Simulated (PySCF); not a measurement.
Compound: C5H10S.
Numbering: `[CH3:1][CH2:2][C@@H:3]1[CH2:4][CH2:5][S:6]1` (hydrogens: H7, H8, H9 on C1; H10, H11 on C2; H12 on C3; H13, H14 on C4; H15, H16 on C5)

Structure used (GFN2-xTB), in Å, numbered top down from 1:
```
atom  x, y, z in Å
C1    -2.1722    0.1734   -0.2883
C2    -1.0440   -0.8410   -0.1314
C3     0.1791   -0.2169    0.5106
C4     1.0133    0.7347   -0.3556
C5     2.3685    0.0890   -0.0719
S6     1.6022   -1.3752    0.7196
H7    -3.0410   -0.2989   -0.7396
H8    -2.4640    0.5724    0.6808
H9    -1.8617    1.0012   -0.9220
H10   -1.3801   -1.6735    0.4911
H11   -0.7689   -1.2470   -1.1076
H12   -0.0718    0.2078    1.4851
H13    0.9467    1.7835   -0.0665
H14    0.7422    0.6439   -1.4074
H15    2.9640   -0.1738   -0.9427
H16    2.9802    0.6294    0.6478
```

The closed-shell ground state was solved at several levels (PySCF, density fitting, gas phase, non-relativistic).

| level | basis functions | total energy (Eh) | HOMO (eV) | LUMO (eV) | gap (eV) | dipole (D) |
| --- | --- | --- | --- | --- | --- | --- |
| PBE0/pcSseg-1 | 159 | -594.3012 | -6.21 | 0.27 | 6.48 | 2.03 |
| CAM-B3LYP/def2-SVPD | 207 | -594.3597 | -7.57 | 0.89 | 8.46 | 2.04 |

Question: Estimate the row for PBE0/def2-SVPD, a basis of 207 functions; the other rows only guide the guess.

Answer: Total energy -594.0985 Eh, HOMO -6.23 eV, LUMO -0.02 eV, gap 6.21 eV, dipole 2.08 D.

Question: Over all these levels, which gives the widest orbital gap and which the narrowest?

Answer: CAM-B3LYP/def2-SVPD (range-separated hybrid) has the widest, 8.46 eV, and PBE0/def2-SVPD (global hybrid, 25 % exact exchange) the narrowest, 6.21 eV. The two share the basis. From the narrowest to the widest the HOMO moves by -1.34 eV and the LUMO by +0.91 eV.

Question: How far do the dipole and the HOMO energy spread over the levels?

Answer: The dipole runs from 2.03 to 2.08 D (mean 2.05 D) and the HOMO from -7.57 to -6.21 eV.

One conformer stands for the species.
